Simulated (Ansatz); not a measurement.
Two isomers of C3H7NO: A = `C/C(O)=C/N`, B = `C=C(N)OC`.

Program: Ansatz. Geometries: PBE0-D4/def2-TZVP. ΔE: electronic, gas phase. CCSD(T)/CBS adds triple-zeta CCSD(T) − MP2 to the extrapolated MP2 energy (def2 sets, frozen cores). DFT in def2-TZVPP. B3LYP here is the variant with VWN-RPA as its local correlation; programs differ in this. Each species was taken in one conformer, which may not be the lowest.

(1) Which isomer does CCSD(T)/CBS put lower? Give the gap. (An estimate is asked.)

(2) Give E(B) − E(A) in kcal/mol with B2PLYP, ωB97M-V, B3LYP-D4, CCSD/def2-TZVPP, B3LYP, r2SCAN-D4, PBE0-D4. (Best estimate.)

(3) Does the order hold for the free energy at 298.15 K (harmonic terms from PBE0-D4)? (An estimate is asked.)

Largest T1 diagnostic: 0.012.

Results:

(1) Ansatz gave: A, by 10.3 kcal/mol.

(2) Ansatz gave: B2PLYP 9.2, ωB97M-V 9.5, B3LYP-D4 8.6, CCSD/def2-TZVPP 9.8, B3LYP 8.7, r2SCAN-D4 8.7, PBE0-D4 10.0. None reverses the order clearly.

(3) Ansatz gave: Yes: G(B) − G(A) = +9.9 kcal/mol, for one conformer each.

Leaving LDA and LC-ωPBE aside and taking each functional with its dispersion term where it has one, the values, not all of them listed here, spread over 2.0 kcal/mol, from BHLYP-D4 to PBE-QIDH. In def2-TZVPP, CCSD(T) changes the Hartree–Fock value by +3.5 kcal/mol (the triples alone add +0.3 kcal/mol) and MP2 by +3.9 kcal/mol.
